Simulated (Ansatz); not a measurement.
```yaml
crystal:
  periodic: [false, false, false]
  atoms:
    - {symbol: C, position_ang: [1.930852, -0.153945, 3.218510]}
    - {symbol: C, position_ang: [1.487717, -0.060664, -0.098705]}
    - {symbol: C, position_ang: [2.937202, -2.707558, -1.549913]}
    - {symbol: C, position_ang: [-1.760636, 0.113572, -0.918547]}
    - {symbol: C, position_ang: [-3.350368, 2.720429, 0.427843]}
    - {symbol: O, position_ang: [-1.894007, 0.256222, -4.037058]}
    - {symbol: H, position_ang: [4.259137, -0.439648, 3.740673]}
    - {symbol: H, position_ang: [0.742533, -2.010002, 4.192075]}
    - {symbol: H, position_ang: [1.187383, 1.854139, 4.304501]}
    - {symbol: H, position_ang: [2.518844, 1.944570, -0.964690]}
    - {symbol: H, position_ang: [2.650197, -2.663766, -3.929371]}
    - {symbol: H, position_ang: [1.978042, -4.756176, -0.719830]}
    - {symbol: H, position_ang: [5.291350, -2.758342, -1.064361]}
    - {symbol: H, position_ang: [-2.822083, -1.932748, -0.157623]}
    - {symbol: H, position_ang: [-5.614296, 2.831688, -0.383718]}
    - {symbol: H, position_ang: [-3.460680, 2.561119, 2.820758]}
    - {symbol: H, position_ang: [-2.244964, 4.773442, -0.162006]}
    - {symbol: H, position_ang: [-3.918943, 0.452747, -4.604358]}
basis:
  gaussian: {orbitals: def2-SVP}
hamiltonian: {xc: {name: wPBEh}}
output: {forces: true}
```

```sh
$ ansatz run in.yaml --threads 2 --pin off --events-out ev --progress --plain --max-ram 22528MiB --backend cpu
```

It prints (some lines left out):

```
Functional definition: wPBEh
1475 factors; integrals over basis functions are off by at most 9.1e-4 eV
140 factors; integrals over basis functions are off by at most 2.2e-6 eV
mean field evaluation 1: about -7299.9737 eV, gradient 8.9e1 eV
mean field evaluation 2: about -6556.0752 eV, gradient 2.9e2 eV
mean field evaluation 4: about -6861.0242 eV, gradient 2.1e2 eV
mean field evaluation 8: about -7332.0212 eV, gradient 4.4e0 eV
mean field evaluation 16: about -7332.2303 eV, gradient 1.4e-3 eV
mean field -7332.23028090 eV, -269.4544928588 hartree, gradient 2.3e-5 eV, S^2 0.000000; 9 other end points of the search recorded, 0 dependent functions left out
reference -7332.23038605 eV, -269.4544967230 hartree; 25, 25 occupied and 119, 119 virtual orbitals, 1475 factors
Total energy: -7332.23038605 eV, -269.4544967230 hartree
Atom 0 at     1.930852    -0.153945     3.218510 Å, force     0.282468    -0.058619     1.680527 eV/Å
Atom 1 at     1.487717    -0.060664    -0.098705 Å, force     0.896645     1.464712    -0.602780 eV/Å
Atom 2 at     2.937202    -2.707558    -1.549913 Å, force     0.719583    -1.326132    -0.735932 eV/Å
Atom 3 at    -1.760636     0.113572    -0.918547 Å, force    -0.871188    -1.484646    -0.125488 eV/Å
Atom 4 at    -3.350368     2.720429     0.427843 Å, force    -0.880207     1.364440     0.684919 eV/Å
Atom 5 at    -1.894007     0.256222    -4.037058 Å, force    -3.040691     0.215986     0.319862 eV/Å
Atom 6 at     4.259137    -0.439648     3.740673 Å, force    -2.119427     0.261014    -0.488617 eV/Å
Atom 7 at     0.742533    -2.010002     4.192075 Å, force     1.068022     1.679498    -0.895283 eV/Å
Atom 8 at     1.187383     1.854139     4.304501 Å, force     0.670263    -1.831824    -1.002364 eV/Å
Atom 9 at     2.518844     1.944570    -0.964690 Å, force    -1.035518    -2.047476     0.892497 eV/Å
Atom 10 at     2.650197    -2.663766    -3.929371 Å, force     0.260146    -0.030781     2.195464 eV/Å
Atom 11 at     1.978042    -4.756176    -0.719830 Å, force     0.856427     1.865347    -0.742583 eV/Å
Atom 12 at     5.291350    -2.758342    -1.064361 Å, force    -2.133756     0.059574    -0.436334 eV/Å
Atom 13 at    -2.822083    -1.932748    -0.157623 Å, force     1.022215     2.027863    -0.790186 eV/Å
Atom 14 at    -5.614296     2.831688    -0.383718 Å, force     2.045038    -0.110320     0.719999 eV/Å
Atom 15 at    -3.460680     2.561119     2.820758 Å, force     0.119864     0.136935    -2.174875 eV/Å
Atom 16 at    -2.244964     4.773442    -0.162006 Å, force    -0.995182    -1.873279     0.535637 eV/Å
Atom 17 at    -3.918943     0.452747    -4.604358 Å, force     3.135299    -0.312294     0.965537 eV/Å
Dipole moment:     0.048693    -0.020207     0.421638 e Å
```

**Question.** What is wrong with this run?

**Answer.** The geometry is stretched to more than twice its size. The calculation finished and met its thresholds. The result belongs to that input, not to the molecule as meant.
